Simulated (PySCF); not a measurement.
Ionisation energies (eV) were calculated with PySCF 2.14 by LDA, UHF, PBE, in another order, as differences of total energies without spin-orbit coupling. The measured values are between term centres (NIST).

```csv
species,measured,A,B,C
"N (aug-cc-pVDZ, non-relativistic)",14.545,13.930,14.757,15.019
"Co (aug-cc-pVDZ-DK, spin-free X2C)",7.869,8.276,7.902,8.072
"Zn⁺ (aug-cc-pVDZ-DK, spin-free X2C)",17.964,16.854,18.710,19.026
"Br (aug-cc-pVDZ-DK, spin-free X2C)",11.844,10.783,11.828,12.109
"Ru (aug-cc-pVDZ-PP with ECP28MDF, ECP)",7.365,6.296,7.812,8.098
"In⁺ (aug-cc-pVDZ-PP with ECP28MDF, ECP)",18.870,17.018,19.045,19.478
"In (aug-cc-pVDZ-PP with ECP28MDF, ECP)",5.603,5.203,5.580,5.707
"Os (aug-cc-pVDZ-PP with ECP60MDF, ECP)",8.473,6.554,8.375,8.835
```

**Question.** Which column is which method?

**Answer.** A is UHF (mean error -0.95 eV); B is PBE (mean error 0.18 eV); C is LDA (mean error 0.48 eV). Hartree-Fock lacks the correlation of the electron removed and comes out lowest. PBE, with gradient corrections, lies close to experiment on average, with errors of both signs. LDA overbinds the outer electron and comes out highest.
